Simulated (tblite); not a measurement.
Species: C₄H₆NS (doublet state).
Z-matrix (Å and degrees, GFN2-xTB geometry), rows numbered from 1:
```
C 
C   1  1.5046
C   2  1.5185  1  114.27
N   3  1.2189  2  124.11  1  -135.75
C   2  1.4833  1  121.31  3  -146.29
S   5  1.8011  2   65.90  1  -108.47
H   1  1.0881  2  110.19  3   179.54
H   1  1.0888  2  110.86  3   -60.17
H   1  1.0900  2  109.58  3    59.80
H   3  1.0977  2  111.91  1    43.59
H   5  1.0815  2  119.53  6   106.64
H   5  1.0839  2  116.57  6  -106.65
```

All values are computed: GFN2-xTB (tblite) harmonic vibrations without scaling, gas phase. This tight-binding method is rough: wavenumbers can miss measured ones by several per cent, in bad cases by 10 to 20. One conformer, not necessarily the lowest. Open shells enter through the occupations alone, without spin polarisation, and single modes of such species can be off by tens of per cent.

Harmonic wavenumbers (cm⁻¹): 100.6, 177.5, 230.0, 236.5, 294.9, 350.1, 489.5, 646.6, 674.0, 806.1, 817.0, 898.7, 916.6, 987.7, 1029.3, 1055.4, 1132.2, 1186.1, 1312.0, 1399.5, 1407.8, 1470.4, 1475.3, 1805.6, 2805.2, 3011.9, 3028.0, 3035.1, 3041.2, 3069.5.

A = 4104, B = 2729, C = 2110 MHz; mass 100.022 u (most abundant isotopes); point group C1, symmetry number 1; spin multiplicity 2.

Task: What is the zero-point energy?

Result: ½Σν̃ = 19445 cm⁻¹ = 55.60 kcal/mol.

Task: Give the ideal-gas entropy at 298.15 K and 1 bar in the rigid-rotor, harmonic-oscillator model (classical rotation).

Result: Translation 39.74, rotation 27.01, vibration 14.63, spin (R ln 2) 1.38: S = 82.8 cal/(mol K).

Task: And Cp and H(298.15 K) − H(0)?

Result: Cp = 26.00 cal/(mol K), of which vibrations give 18.06 (their classical limit is 30 R = 59.6); H(298.15 K) − H(0) = 4.92 kcal/mol without the zero-point energy, 2.55 from vibrations.

Task: How do the functions run with temperature in this model?

Result: 
```
 T (K)  S (cal/(mol K))  Cp (cal/(mol K))  H − H(0) (kcal/mol)  G − H(0) (kcal/mol)  ln q(vib)
    50             54.5               9.6                 0.42                -2.31       0.07
   100             62.3              13.5                 0.99                -5.24       0.44
373.15             89.1              30.5                 7.04               -26.20       4.15
   500             99.0              37.0                11.35               -38.14       6.03
   750            115.8              46.0                21.82               -65.06       9.67
  1000            129.9              51.9                34.10               -95.83      13.10
```

q(vib) and H(0) count from the zero-point level.

Task: Which modes carry the vibrational entropy at 298.15 K?

Result: 100.6 cm⁻¹: 3.44; 177.5 cm⁻¹: 2.35; 230.0 cm⁻¹: 1.88; 236.5 cm⁻¹: 1.83; 294.9 cm⁻¹: 1.45; 350.1 cm⁻¹: 1.17 cal/(mol K); the other 24 give 2.51 together.

Task: Blend soft modes into free rotors: weight 1/[1 + (100 cm⁻¹/ν̃)⁴] for the oscillator and the rest for a rotor with moment μB/(μ + B), μ = h/(8π²ν), B = 10⁻⁴⁴ kg m². What vibrational entropy results?

Result: 14.35 cal/(mol K) in place of 14.63, which changes −T·S at 298.15 K by +0.08 kcal/mol.

Task: What must be added to the electronic energy to get the Gibbs energy at 298.15 K and 1 bar?

Result: ZPE + [H(298.15 K) − H(0)] − T·S = 55.60 + 4.92 − 24.68 = 35.84 kcal/mol.

Hindered rotation and anharmonicity are outside this model. Other conformers, if any are populated, would add a mixing term that is left out. The structure is chiral; the term R ln 2 for an equal mix with its mirror image is left out.
